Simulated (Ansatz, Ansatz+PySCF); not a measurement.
```
atom   x (Å)   y (Å)    z (Å)
   B  0.0000  0.0000  -0.2087
   H  0.0000  0.0000   1.0436
```

RHF-MP2 on singlet BH was run in several spherical basis sets with Ansatz (development build ahead of 0.2.0). Frozen core: 1 orbital.

Question: Rank the basis sets by the total energy that they give, lowest first, with the distance from the lowest.
A. 6-31G(d)
B. cc-pVDZ
C. def2-SVP
D. cc-pVTZ

Answer: D (0.00 eV), B (0.47 eV), A (0.88 eV), C (1.21 eV).

Totals follow the description of the cores as much as that of the bonds, so this order isn't one of quality for chemistry.
